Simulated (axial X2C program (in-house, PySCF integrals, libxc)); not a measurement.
# Outer orbitals of CO⁻ at 1.149 Å, B97-3

All values were computed with an axial X2C code built on PySCF integrals. Spin-free means the one-electron spin-free X2C Hamiltonian; two-component (2c) means X2C with spin–orbit coupling and atomic mean-field two-electron Coulomb and Gaunt terms, so the difference of the two also holds small scalar two-electron terms. Basis: O dyall-av3z [7s6p3d2f], C dyall-av3z [8s7p3d2f] (cores contracted in-house); Gaussian nuclei, density fitting, unrestricted open shells. Masses: O 15.995 u, C 12.000 u.

The distance is close to the 2c PBE0 minimum; the highest filled and lowest empty levels are listed.

Spin-free orbitals, state M_S = 1/2, Λ = 1 (beyond evenly filled blocks: π+α) (Löwdin shares):

```json
{"symmetry": "σα", "occupied": "yes", "ε (eV)": "-27.43", "atomic character": "50% O s, 19% C p, 16% C s"}
{"symmetry": "σβ", "occupied": "yes", "ε (eV)": "-27.30", "atomic character": "50% O s, 19% C p, 16% C s"}
{"symmetry": "σα", "occupied": "yes", "ε (eV)": "-11.56", "atomic character": "62% O p, 14% O s, 12% C s"}
{"symmetry": "σβ", "occupied": "yes", "ε (eV)": "-11.39", "atomic character": "62% O p, 14% O s, 12% C s"}
{"symmetry": "π+α", "occupied": "yes", "ε (eV)": "-8.54", "atomic character": "65% O p, 25% C p, 5% C d"}
{"symmetry": "π-α", "occupied": "yes", "ε (eV)": "-8.35", "atomic character": "65% O p, 26% C p, 5% C d"}
{"symmetry": "π+β", "occupied": "yes", "ε (eV)": "-8.20", "atomic character": "65% O p, 26% C p, 5% C d"}
{"symmetry": "π-β", "occupied": "yes", "ε (eV)": "-8.20", "atomic character": "65% O p, 26% C p, 5% C d"}
{"symmetry": "σα", "occupied": "yes", "ε (eV)": "-5.92", "atomic character": "38% C p, 36% C s, 15% O p"}
{"symmetry": "σβ", "occupied": "yes", "ε (eV)": "-5.73", "atomic character": "38% C p, 36% C s, 14% O p"}
{"symmetry": "π+α", "occupied": "yes", "ε (eV)": "1.99", "atomic character": "83% C p, 8% O p, 5% C d"}
{"symmetry": "π-α", "occupied": "no", "ε (eV)": "2.89", "atomic character": "92% C p, 5% O p, 3% C d"}
{"symmetry": "σα", "occupied": "no", "ε (eV)": "3.21", "atomic character": "92% C s, 3% O p"}
{"symmetry": "σα", "occupied": "no", "ε (eV)": "3.51", "atomic character": "96% C p, 3% O p"}
{"symmetry": "π+α", "occupied": "no", "ε (eV)": "3.79", "atomic character": "66% C p, 12% O p, 10% O d"}
```

The highest filled level is positive, so this functional does not bind it, and the empty levels of an anion are set by the basis.

Spinors with spin–orbit coupling (state Ω = 1/2):

| ω | occupied | ε (eV) | atomic character | λ mixture |
| --- | --- | --- | --- | --- |
| -1/2 | yes | -27.43 | 50% O s, 19% C p, 16% C s | 100% σ |
| 1/2 | yes | -27.29 | 50% O s, 19% C p, 16% C s | 100% σ |
| -1/2 | yes | -11.55 | 62% O p, 14% O s, 12% C s | 100% σ |
| 1/2 | yes | -11.39 | 62% O p, 14% O s, 12% C s | 100% σ |
| 1/2 | yes | -8.54 | 65% O p, 25% C p, 5% C d | 100% π |
| -3/2 | yes | -8.34 | 65% O p, 26% C p, 5% C d | 100% π |
| -1/2 | yes | -8.21 | 65% O p, 26% C p, 5% C d | 100% π |
| 3/2 | yes | -8.19 | 65% O p, 26% C p, 5% C d | 100% π |
| -1/2 | yes | -5.92 | 38% C p, 36% C s, 15% O p | 100% σ |
| 1/2 | yes | -5.73 | 38% C p, 36% C s, 14% O p | 100% σ |
| 1/2 | yes | 1.99 | 83% C p, 8% O p, 5% C d | 100% π |
| -3/2 | no | 2.89 | 92% C p, 5% O p, 3% C d | 100% π |
| -1/2 | no | 3.29 | 88% C s, 8% C p, 2% O p | 100% σ |
| -1/2 | no | 3.55 | 89% C p, 5% C s, 4% O p | 100% σ |
| 1/2 | no | 3.79 | 66% C p, 12% O p, 10% O d | 100% π |

The highest filled level is positive, so this functional does not bind it, and the empty levels of an anion are set by the basis.

Mulliken charges and populations of the two-component result (they depend on the basis, above all on diffuse functions):

O 0.22 e (s 3.75 p 4.00 d 0.03), C -1.22 e (s 3.78 p 3.32 d 0.10 f 0.01). ⟨Lz⟩ = 1.00 ħ and ⟨Sz⟩ = -0.50 ħ (0.19 and -0.69 on the two atoms), which add up to Ω.

One determinant describes the state; a PBE0 search over occupations chose it and may have missed a lower one. Density functionals use the spin component along the axis (collinear). The highest occupied level is positive at some bond lengths even in Hartree–Fock (under at least one Hamiltonian), so the basis set holds the extra electron there; where that holds at Re the anion is at best weakly bound and its constants depend on the basis. PBE0 can misorder states that lie within some tenths of an eV, so this need not be the ground state of the molecule. The nearest other spin-free determinant of the search, M_S = 1/2, Λ = 0, lies 0.22 eV up at the distance of the search. The functionals have no current-density term, which raises determinants with orbital currents, atoms included.
